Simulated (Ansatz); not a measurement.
C$_{3}$H$_{6}$O$_{2}$, SMILES `OCC1CO1` from Hartree–Fock to CCSD(T)

| atom | x (Å) | y (Å) | z (Å) |
| --- | --- | --- | --- |
| O1 | -1.811 | 1.035 | -0.418 |
| C2 | -0.414 | 0.981 | -0.246 |
| C3 | 0.107 | -0.414 | -0.388 |
| C4 | 1.184 | -0.918 | 0.455 |
| O5 | -0.164 | -1.269 | 0.720 |
| H6 | -2.205 | 0.452 | 0.238 |
| H7 | 0.019 | 1.622 | -1.019 |
| H8 | -0.114 | 1.378 | 0.733 |
| H9 | -0.060 | -0.885 | -1.356 |
| H10 | 1.813 | -1.727 | 0.095 |
| H11 | 1.643 | -0.256 | 1.187 |

The species carries charge 0 and has multiplicity 1. The geometry is a stationary point of PBE0-D4/def2-TZVP. It is one conformer, not always the lowest. Frozen core, restricted reference, the Gaussian-basis code of Ansatz. CBS rows extrapolate triple and quadruple zeta; past MP2 they add the triple-zeta difference.

```tsv
basis	HF (Eh)	MP2 corr.	CCSD corr.	(T)	CCSD(T) total
def2-SVP	-266.55790	-0.78065	-0.82129	-0.02331	-267.40250
def2-TZVPP	-266.87575	-0.97799	-1.00479	-0.04029	-267.92083
def2-QZVPP	-266.88826	-1.04849	–	–	–
CBS(def2)	-266.88998	-1.10072	-1.12752	as TZ	-268.05779
```
